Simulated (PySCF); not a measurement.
# Level sweep

Species: C5H11Cl.
Numbering: `[CH3:1][CH2:2][CH2:3][CH2:4][CH2:5][Cl:6]` (hydrogens: H7, H8, H9 on C1; H10, H11 on C2; H12, H13 on C3; H14, H15 on C4; H16, H17 on C5)

PySCF, dipoles from the SCF density, polarisabilities from static response with core orbitals frozen. Geometry: PBE0-D3(BJ)/def2-SVP, one conformer, isolated molecule.

Task: Compare the levels for these properties.

Result: 

```json
{"level": "LDA/def2-SVPD", "μ (D)": "2.325", "α (Å³)": "12.28", "error (%)": "+2.4", "anisotropy (Å³)": "5.06"}
{"level": "PBE/def2-SVPD", "μ (D)": "2.307", "α (Å³)": "12.11", "error (%)": "+0.9", "anisotropy (Å³)": "5.01"}
{"level": "B3LYP/def2-SVPD", "μ (D)": "2.329", "α (Å³)": "11.77", "error (%)": "-1.9", "anisotropy (Å³)": "4.68"}
{"level": "PBE0/def2-SVPD", "μ (D)": "2.362", "α (Å³)": "11.65", "error (%)": "-2.9", "anisotropy (Å³)": "4.66"}
{"level": "BHandHLYP/def2-SVPD", "μ (D)": "2.395", "α (Å³)": "11.36", "error (%)": "-5.3", "anisotropy (Å³)": "4.39"}
{"level": "HF/def2-SVPD", "μ (D)": "2.510", "α (Å³)": "10.98", "error (%)": "-8.5", "anisotropy (Å³)": "4.06"}
{"level": "PBE0/6-31+G*", "μ (D)": "2.411", "α (Å³)": "10.53", "error (%)": "-12.2", "anisotropy (Å³)": "4.28"}
{"level": "PBE0/aug-cc-pVDZ", "μ (D)": "2.343", "α (Å³)": "11.83", "error (%)": "-1.4", "anisotropy (Å³)": "4.88"}
```

Reference polarisability: 12.000 Å³ (measured, gas; NIST CCCBDB Release 22 (SRD 101), experimental polarizabilities). The anisotropy is √(½[(α1 − α2)² + (α2 − α3)² + (α3 − α1)²]). For the polarisability, the smallest error is 0.9% (PBE/def2-SVPD) and the largest 12.2% (PBE0/6-31+G*). The dipole runs from 2.31 D (PBE/def2-SVPD) to 2.51 D (HF/def2-SVPD). In one basis (def2-SVPD) the functionals order the polarisability from HF (lowest) to LDA (highest), a spread of 12%. Measured values can belong to vibrating molecules and may average over conformers; the computed ones are for one fixed geometry.
